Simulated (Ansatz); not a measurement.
`O[SiH2][AlH2]` at its PBE0-D4/def2-TZVP geometry, where that method's forces vanish. Charge 0, multiplicity 1.

| atom | x (Å) | y (Å) | z (Å) |
| --- | --- | --- | --- |
| O1 | -0.442 | -1.420 | -1.117 |
| Si2 | -0.746 | -0.140 | -0.104 |
| Al3 | 1.394 | 0.822 | 0.636 |
| H4 | -1.203 | -1.882 | -1.474 |
| H5 | -1.590 | 0.887 | -0.796 |
| H6 | -1.573 | -0.581 | 1.065 |
| H7 | 1.364 | 2.080 | 1.609 |
| H8 | 2.796 | 0.233 | 0.180 |

Task: For each bond, give half the difference of the two atoms' forces along it (eV/Å; positive pushes the atoms apart) under PBE-D4, r2SCAN-D4, B3LYP-D4, ωB97M-V in def2-TZVPP. (Estimate.)

Result: Ansatz gave: 
```tsv
bond	length (Å)	PBE-D4	r2SCAN-D4	B3LYP-D4	ωB97M-V
O1–Si2	1.661	0.31	0.05	0.17	0.20
O1–H4	0.959	0.35	0.01	-0.02	-0.07
Si2–Al3	2.460	-0.12	0.00	0.04	-0.01
Si2–H5	1.498	0.05	-0.01	-0.09	-0.14
Si2–H6	1.499	0.05	-0.01	-0.09	-0.14
Al3–H7	1.591	0.07	-0.03	-0.07	-0.09
Al3–H8	1.588	0.08	-0.01	-0.07	-0.10
```

B3LYP here is the variant with VWN-RPA as its local correlation; programs differ in this.
